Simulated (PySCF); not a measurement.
Species: CH5OSi (charge -1).
Geometry (PBE0-D3(BJ)/def2-SVP, Å), atoms numbered from 1 in this order:
```xyz
8
CH5OSi angstrom
C     -0.9620   -0.1436    0.1683
O     -0.1072   -0.0219   -0.8943
Si     1.6239    0.2295   -0.6088
H     -0.7113   -0.9998    0.8397
H     -2.0101   -0.3008   -0.1778
H     -0.9719    0.7550    0.8311
H      1.8069   -0.8746    0.5017
H      1.4854    1.3452    0.4964
```

The closed-shell ground state was solved at several levels (PySCF, density fitting, gas phase, non-relativistic). Where the HOMO energy is positive, the finite basis confines the outermost electrons. No diffuse functions stand in pcSseg-1 and pcSseg-2, which bears on an anion's orbital energies.

```csv
level,basis functions,total energy (Eh),HOMO (eV),LUMO (eV),gap (eV)
KT2/pcSseg-2,185,-410.1962,0.84,3.96,3.12
CAM-B3LYP/def2-SVPD,107,-405.6250,-1.16,5.18,6.34
```

Problem. Estimate the row for PBE0/pcSseg-1, a basis of 83 functions; the other rows only guide the guess.

Solution. Total energy -405.5539 Eh, HOMO 0.19 eV, LUMO 5.76 eV, gap 5.57 eV.

Problem. Over all these levels, which gives the widest orbital gap and which the narrowest?

Solution. CAM-B3LYP/def2-SVPD (range-separated hybrid) has the widest, 6.34 eV, and KT2/pcSseg-2 (GGA) the narrowest, 3.12 eV. Functional and basis both differ between the two, so the spread mixes both effects.

One conformer stands for the species.
